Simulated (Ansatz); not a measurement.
Input for Ansatz (development build ahead of 0.2.0):

```yaml
crystal:
  periodic: [false, false, false]
  atoms:
    - { symbol: "N", position_ang: [0.0, 0.0, 0.0] }
    - { symbol: H, position_ang: [0.938, 0.381, 0.0] }
    - { symbol: H, position_ang: [-0.469, 0.381, 0.812] }
    - { symbol: H, position_ang: [-0.469, 0.381, -0.812] }
    - { symbol: F, position_ang: [0.0, 0.706, 3.0] }
    - { symbol: F, position_ang: [0.0, -0.706, 3.0] }
basis:
  gaussian: { orbitals: cc-pVDZ }
total_charge: 1
magnetization:
  initial_magnetization: 1
hamiltonian:
  xc: hf
correlation:
  method: ccsd_t
  frozen_orbitals: { F: 1, H: 0, "N": 1 }
scf:
  omitted_lower_state_checks: [stability, starts, atomic_configurations, cluster_reference, orbital_swaps, given_window_search, neighbouring_geometries, increment]
```

The input is written out in the form of the current development build from the run's settings. Correlation on restricted open-shell orbitals is semicanonical, with singles.

Output:

```
Converged                       : yes
Reference energy                : -254.54261 hartree
CCSD correlation energy         : -0.57137 hartree
Triples correction              : -0.01190 hartree
Total energy                    : -255.12588 hartree
Spin squared of the determinant : 0.750
```
